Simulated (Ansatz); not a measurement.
Geometry optimisation, Ansatz 0.2.0, RKS PBE-D4/6-31G*.

Input file:

```yaml
crystal:
  periodic: [false, false, false]
  atoms:
    - { symbol: "N", position_ang: [-0.33957, 1.2388, -0.4698] }
    - { symbol: C, position_ang: [0.48618, 0.46446, 0.48758] }
    - { symbol: C, position_ang: [0.69384, -0.84863, 0.59433] }
    - { symbol: O, position_ang: [-0.12549, -1.61618, -0.42847] }
    - { symbol: H, position_ang: [-0.70363, 0.53582, -1.1117] }
    - { symbol: H, position_ang: [-1.15484, 1.6227, 0.02113] }
    - { symbol: H, position_ang: [1.00351, 1.13082, 1.18817] }
    - { symbol: H, position_ang: [0.13999, -2.52779, -0.28124] }
total_charge: -1
basis:
  gaussian: { orbitals: "6-31G*" }
hamiltonian:
  xc: pbe
  dispersion: d4
relax:
  f_tol: 0.015
  max_steps: 40
output:
  orbitals: {}
```

Run as:

```bash
$ ansatz run input.yaml --threads 1 --pin off --max-ram 2048MiB --backend cpu --events-out ev --progress --plain --runs-dir out
```

**Question.** Where does it end, and by what steps?

**Answer.** It converged. Limits of this set-up: an anion without diffuse functions, the dipole of an ion depends on the origin. After 9 steps the energy has fallen by 0.103 eV; H6 moved furthest, 0.19 Å.

```
step  energy less start (eV)  largest force component (eV/Å)  accepted
   0                  0.0000                           2.371       yes
   1                 -0.0829                           0.782       yes
   2                 -0.0970                           0.195       yes
   3                 -0.0967                           0.297        no
   4                 -0.1010                           0.065       yes
   5                 -0.1024                           0.097       yes
   6                 -0.1021                           0.117        no
   7                 -0.1029                           0.061       yes
   8                 -0.1029                           0.046        no
   9                 -0.1031                           0.005       yes
```

```xyz
8
Properties=species:S:1:pos:R:3
N -0.330 1.215 -0.457
C 0.499 0.488 0.533
C 0.699 -0.866 0.609
O -0.214 -1.498 -0.407
H -0.597 0.457 -1.108
H -1.237 1.457 -0.013
H 1.088 1.164 1.178
H 0.091 -2.418 -0.334
```

Time of the run: 18 s on 1 thread of Arm Neoverse V2, with other jobs on the host, peak memory 0.13 GiB.
